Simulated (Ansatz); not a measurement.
# Structure relaxation of GaSb3

Method: DFT r2SCAN, scalar-relativistic, plane waves, PAW in Ansatz. Cutoff 500 eV, Γ-centred k mesh, Gaussian smearing, no spin polarisation in the final step.

The start puts GaSb3 on the Cu3Au (L1_2) structure type (Pm-3m, No. 221), with Ga in place of Au, Sb in place of Cu, at a guessed volume.

```
CELL_PARAMETERS angstrom
4.68392 0.00000 0.00000
0.00000 4.68392 0.00000
0.00000 0.00000 4.68392
ATOMIC_POSITIONS crystal
Ga 0.00000 0.00000 0.00000
Sb 0.00000 0.50000 0.50000
Sb 0.50000 0.00000 0.50000
Sb 0.50000 0.50000 0.00000
```

Cell and atoms relax at zero pressure; the relaxation can't lower the symmetry of the start.

Energies over the elements count from the elements' standard structures at the same level, with no empirical corrections.

Problem. What does it relax into?

Solution. It keeps Pm-3m (No. 221). The result still has the Cu3Au (L1_2) structure. Conventional cell: a = 4.696 Å. Around Ga lie 12 Sb at 3.32 Å; Sb has 4 Ga at 3.32 Å and 8 Sb at 3.32 Å.

Space group Pm-3m (No. 221). a = 4.696 Å, b = 4.696 Å, c = 4.696 Å, α = 90.00°, β = 90.00°, γ = 90.00°
```csv
atom,site,symmetry,x,y,z
Ga,1a,m-3m,0.0000,0.0000,0.0000
Sb,3c,4/mm.m,0.0000,0.5000,0.5000
```

Problem. What are its volume, energy, density and gap?

Solution. The volume per atom is 25.89 Å³ and the density is 6.97 g/cm³. The energy over the elements is 0.35 eV/atom. The gap on the 10×10×10 mesh is 0 eV (a metal).

The final run used a 10×10×10 mesh on its 4-atom cell and 0.10 eV smearing. For metals, differences of a few meV/atom aren't resolved. Spin–orbit coupling is left out. A structure relaxed within its symmetry needn't be a true minimum.

Cost: 2 runs of about 3.5 core-minutes in all, on Arm Neoverse N1 (shared hosts).